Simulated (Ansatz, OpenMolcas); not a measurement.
How basis sets differ on PH (SMILES [PH])

PH: 2 atoms, total charge 0, spin state triplet. SMILES: `[PH]`. The coordinates come from a PBE0-D4/def2-TZVP relaxation.

```xyz
2

P     0.0000    0.0000   -0.0146
H     0.0000    0.0000    1.4137
```

Quantity: the energy change with the P1–H2 bond stretched from 1.428 to 1.785 Å, in eV. The values are calculated.

```csv
level,kind,program,value (eV),CPU time (all runs)
UPBE0/3-21G,global hybrid,Ansatz,0.54,1.1 s
UPBE0/pcseg-0,global hybrid,OpenMolcas,0.52,7 s
UPBE0/6-31G* (spherical functions),global hybrid,OpenMolcas,0.75,7.8 s
UPBE0/cc-pVDZ,global hybrid,Ansatz,0.71,1.6 s
```

The first shape isn't each level's own minimum. The values span 0.52 to 0.75 eV. Times are those of the runs behind each value, whatever else they computed, on shared processors of several kinds: orders of magnitude only.
